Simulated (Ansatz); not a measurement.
The input, for Ansatz 0.2.0:

```yaml
crystal:
  periodic: [false, false, false]
  atoms:
    - {symbol: Al, position_ang: [0.000000, 0.000000, 0.000000]}
    - {symbol: O, position_ang: [0.000000, 0.000000, 1.784100]}
basis:
  gaussian: {orbitals: 6-31G}
total_charge: 1
magnetization: {spin_polarized: true, initial_magnetization: 4}
correlation: {method: mp2, electrons: outside_noble_gas}
output: {forces: true}
```

```sh
$ ansatz run in.yaml --threads 1 --pin off --events-out ev --progress --plain --max-ram 2393MiB
```

The program prints:

```
213 factors; integrals over basis functions are off by at most 1.6e-4 eV
mean field evaluation 1: about -8605.1880 eV, gradient 1.1e1 eV
mean field evaluation 2: about -8605.3945 eV, gradient 1.0e1 eV
mean field evaluation 4: about -8606.1943 eV, gradient 1.3e0 eV
mean field evaluation 8: about -8606.2359 eV, gradient 1.4e-2 eV
mean field evaluation 16: about -8605.9699 eV, gradient 3.6e0 eV
mean field evaluation 32: about -8605.1239 eV, gradient 7.5e-2 eV
mean field evaluation 64: about -8606.1312 eV, gradient 2.6e0 eV
mean field evaluation 96: about -8606.3088 eV, gradient 1.8e-1 eV
mean field evaluation 128: about -8605.1130 eV, gradient 9.0e-1 eV
mean field -8606.23602629 eV, -316.2733404499 hartree, gradient 2.6e-6 eV, S^2 6.006139; 14 other end points of the search recorded, 0 dependent functions left out
6 core orbitals not correlated: weight in the atoms' cores, before any rotation towards them, 1.000 or more for the frozen orbitals, at most 0.000 for the correlated occupied ones
reference -8606.23602629 eV, -316.2733404499 hartree; 6, 2 occupied and 10, 14 virtual orbitals, 213 factors
second order -1.43002678 eV of doubles, -0.00000000 eV of singles
the calculation of the forces begins
Total energy: -8607.66605307 eV, -316.3258929648 hartree
Atom 0 at     0.000000     0.000000     0.000000 Å, force    -0.000000     0.000000    -7.036282 eV/Å
Atom 1 at     0.000000     0.000000     1.784100 Å, force     0.000000    -0.000000     7.036282 eV/Å
Dipole moment:    -0.000000     0.000000    -0.165404 e Å
```

Forces (eV/Å):
```
Al   0.000  0.000 -7.036
O    0.000  0.000  7.036
```

Ran on 1 thread of Intel Xeon, shared host: 0.95 s wall, 0.08 GiB peak host memory.
